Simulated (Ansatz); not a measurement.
A made-up structure of CH₄NSi (charge +1), singlet:

```
atom    x (Å)    y (Å)    z (Å)
  N1  -0.8273   0.3598  -0.5973
  C2   0.1548   0.2445   0.2282
 Si3   1.8903  -0.5288   0.1363
  H4  -0.8211  -0.0740  -1.5131
  H5  -1.6678   0.8787  -0.3663
  H6   3.1210  -0.5070  -0.5717
  H7   1.2718  -1.6626   0.9391
```

It is relaxed with PBE-D4/def2-SVP and then PBE0-D4/def2-TZVP (Ansatz 0.2.0). Atoms count as bonded within 1.22 times the sum of their covalent radii (H–H: 0.88 Å). The end point is not checked to be a true minimum.

(1) Does its bonding change? (A judgement: the text doesn't fix the answer.)

Answers

(1) By the calculation: No: no bond forms or breaks.

Where it ends: The first stage lowers the energy by 1.50 eV in 8 steps. It ends as CH₄NSi ([NH2][C][SiH2]), total charge +1:
N1  (-0.835, 0.375, -0.716)
C2  (0.255, -0.101, -0.319)
Si3  (1.732, -0.745, 0.219)
H4  (-1.304, 0.037, -1.559)
H5  (-1.316, 1.126, -0.218)
H6  (2.946, -0.099, -0.294)
H7  (1.645, -1.882, 1.142)
(Å)

Labels in which every atom is bracketed show which atoms are joined, not bond orders.

For scale, one of the runs: PBE0-D4/def2-TZVP relaxation, 123 basis functions, launched by `ansatz run in.yaml --threads 2 --pin off --events-out ev --progress --plain --max-ram 4352MiB`. Hardware: 2 CPU threads of an Arm Neoverse V1, shared host. Wall time about 10 s.
